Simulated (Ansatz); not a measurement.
Results of HSE06+SOC (plane waves, PAW; Ansatz, a first-principles code) for SnHgO₃ (R-3c, No. 167; cell taken from a computed entry).

Numerical settings: plane-wave cutoff 460 eV, 4×4×4 k mesh, Fermi–Dirac smearing 0.01 eV, PAW data made under PBE.

Cell (relaxed with PBEsol):

```yaml
crystal:
  lattice:
    - [2.79552, 1.61399, 4.66448]
    - [-2.79552, 1.61399, 4.66448]
    - [0.00000, -3.22799, 4.66448]
  atoms:
    - { symbol: Sn, position: [0.50000, 0.50000, 0.50000] }
    - { symbol: Sn, position: [0.00000, 0.00000, 0.00000] }
    - { symbol: Hg, position: [0.25000, 0.25000, 0.25000] }
    - { symbol: Hg, position: [0.75000, 0.75000, 0.75000] }
    - { symbol: O, position: [0.85602, 0.25000, 0.64398] }
    - { symbol: O, position: [0.14398, 0.75000, 0.35602] }
    - { symbol: O, position: [0.64398, 0.85602, 0.25000] }
    - { symbol: O, position: [0.35602, 0.14398, 0.75000] }
    - { symbol: O, position: [0.25000, 0.64398, 0.85602] }
    - { symbol: O, position: [0.75000, 0.35602, 0.14398] }
```

Problem. Predict the band gap.

Solution. 
- band gap = 1.24 eV (on the SCF k mesh) (direct)

Note: cell and atoms aren't relaxed at this level (pressure -1.7 GPa).

The computed numbers hold no vibrational or temperature effects.

Computing time: about 24 core-minutes (a rough figure).
